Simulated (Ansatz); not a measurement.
Z-matrix (Å, degrees):
```
C
Si 1 1.886
H 1 1.097 2 109.6
H 1 1.092 2 112.7 3 -121.4
H 1 1.097 2 109.8 3 116.9
F 2 1.620 1 98.3 3 -59.0
```

Total charge 0; spin multiplicity 1.

(1) List the CAM-B3LYP/def2-TZVPP orbital energies in eV (the Gaussian-basis code of Ansatz). (Estimate.)

## Answers

(1) The calculation gave: Occupied: -1802.03, -673.29, -278.33, -146.38, -101.82, -101.70, -101.55, -34.31, -21.41, -16.33, -14.08, -14.01, -13.04, -12.89, -12.17, -7.93. Lowest empty: -1.01, 1.48, 2.05, 3.57, 3.79, 4.22, 5.97, 6.48.
